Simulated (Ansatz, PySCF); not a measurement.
Wanted: the gas-phase enthalpy of formation of CCCCl [1-chloropropane] at 298 K. Reaction (SMILES): CCCCl [1-chloropropane] + 2 C (CH4) → 2 CC (C2H6) [ethane] + CCl (CH3Cl); bond separation energy.

Structures are relaxed separately at B3LYP-D3(BJ)/def2-TZVP in Ansatz (an electronic-structure program), one conformer each, not searched for the lowest. Cores are frozen in the correlated levels unless marked. UHF or UKS for open shells. Spin-orbit coupling is left out. Non-relativistic. CBS(X,Y): correlation extrapolated as X^-3; Hartree-Fock from the larger set. [CCSD(T)-MP2]/basis is that difference in the basis named. Thermal terms are rigid-rotor harmonic-oscillator values from B3LYP-D3(BJ) frequencies (PySCF) at 298.15 K and 1 atm. 1 Eh = 627.5095 kcal/mol. PBE is always shown; the other two functionals were drawn at random. The atomisation route leaves out scalar relativity and anharmonic zero-point terms, the atoms' spin-orbit terms, and in the frozen-core level the core correlation. Atomic data: G2/97 table in ASE.

Tabulated enthalpies of formation of the partners: C (CH4) -17.8 kcal/mol, ATcT 1.112; CC (C2H6) -20.0 kcal/mol, ATcT 1.112; CCl (CH3Cl) -19.7 kcal/mol, ATcT 1.112. G2/97 and CRC values are older and not checked against later work.

```json
[
 {"level": "PBE/def2-TZVPD (Ansatz)", "computed ΔH of the reaction (kcal/mol)": "6.1", "ΔHf by atomisation and measured atoms (kcal/mol)": "-43.7"},
 {"level": "r2SCAN-D4/def2-TZVPD (Ansatz + dftd4)", "computed ΔH of the reaction (kcal/mol)": "7.5", "ΔHf by atomisation and measured atoms (kcal/mol)": "-32.7"},
 {"level": "wB97X-V/def2-TZVPD (Ansatz)", "computed ΔH of the reaction (kcal/mol)": "6.7", "ΔHf by atomisation and measured atoms (kcal/mol)": "-31.8"},
 {"level": "RI-MP2/CBS(cc-pV(T+d)Z,cc-pV(Q+d)Z)+[CCSD(T)-MP2]/cc-pV(T+d)Z (Ansatz)", "computed ΔH of the reaction (kcal/mol)": "7.4", "ΔHf by atomisation and measured atoms (kcal/mol)": "-32.0"}
]
```

Question: Derive ΔHf from the reaction at each level, and compare how far the levels part by the two routes.

Answer: 
The partners sum to -24.1 kcal/mol (products minus other reactants), so ΔHf = (-24.1 - ΔH):
- PBE/def2-TZVPD: -30.2; errors +1.3 by the reaction, -12.2 by atomisation
- r2SCAN-D4/def2-TZVPD: -31.6; errors -0.1 by the reaction, -1.2 by atomisation
- wB97X-V/def2-TZVPD: -30.8; errors +0.7 by the reaction, -0.3 by atomisation
- RI-MP2/CBS(cc-pV(T+d)Z,cc-pV(Q+d)Z)+[CCSD(T)-MP2]/cc-pV(T+d)Z: -31.5; errors +0.0 by the reaction, -0.5 by atomisation
All levels span 1.4 kcal/mol by the reaction and 11.9 by atomisation; without PBE they span 0.8 and 0.9. The errors are against the measured -31.5 kcal/mol (G2/97 table).
